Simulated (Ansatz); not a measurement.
Zinc-blende InAs was calculated with HSE06 (PAW; Ansatz, a program for electronic structure).

Total energies, extrapolated to zero smearing (they compare only within this program, potentials and cutoff):

```
system                      energy (eV/atom)
--------------------------  ----------------
zinc-blende InAs, relaxed         -5229.8333
body-centred tetragonal In        -5601.7234
rhombohedral A7 As                -4857.2269
```

### Question
Work out the formation enthalpy per atom.

### Answer
ΔH_f ≈ ΔE = -5229.8333 − [1 × (-5601.7234) + 1 × (-4857.2269)]/2 = -0.358 eV/atom (0 K, no vibrations). The reference value is -0.31 eV/atom (measured, 298 K, no zero-point or thermal correction; as tabulated in Zhang et al. (2018), doi:10.1038/s41524-018-0065-z), a difference of -0.048 eV/atom.

Spin–orbit coupling is left out; its size isn't shown.

The PAW data were made under PBE.
